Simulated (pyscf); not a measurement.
This saddle point was located with ωB97X-D3(BJ)/def2-SVP in PySCF.

```xyz
9

As    -1.9928    -1.3421     0.7127
O     -0.4139    -0.7725     0.0601
H     -2.6100    -1.6873    -0.6405
H     -2.7132     0.0094     0.7340
H      0.5064    -0.1398     0.6970
Ga     0.0714     0.9314    -0.7685
H      1.1242     0.6536     0.7099
H      0.9405     0.7512    -2.0462
H     -0.9768     2.0336    -0.4186
```
Charge 0, spin multiplicity 1.

Surface: singlet, charge 0. Lowest wavenumbers (cm⁻¹): 1328i, 49, 104, 156, 410.

### Question
Which two sides does it connect, and which bonds change?

### Answer
HO–AsH₂ (SMILES O[AsH2]) + GaH₃ (SMILES [GaH3]) ⇌ H₂Ga–O–AsH₂ (SMILES [GaH2][O][AsH2]) + H₂ (SMILES [H][H]), a four-centre exchange read from left to right: H–O, Ga–H broken and Ga–O, H–H formed. At ωB97M-D3(BJ)/def2-TZVP it lies +0.39 eV from the left side and +0.91 eV from the right (each side as separated species at their lowest minima found). On the reactant side the descent ends in an adduct with a Ga–O contact, 0.79 eV under the separated species and 1.06 eV under the saddle at ωB97X-D3(BJ)/def2-TZVP. What is counted as formed (Ga–O) is already present as a longer contact in the reactant adduct; forming that adduct is a step of its own. At the saddle there is also a short Ga–H contact that neither side keeps. At ωB97X-D3(BJ) the barrier from the zero used here is 0.27 eV. H₂Ga–O–AsH₂ lies 0.90 eV over its isomer HO–GaH–AsH₂ (electronic energy, ωB97M-D3(BJ)). This is the saddle that the search found; another between the same sides may lie lower. Elements up to Kr have no core potential and no relativistic terms here.
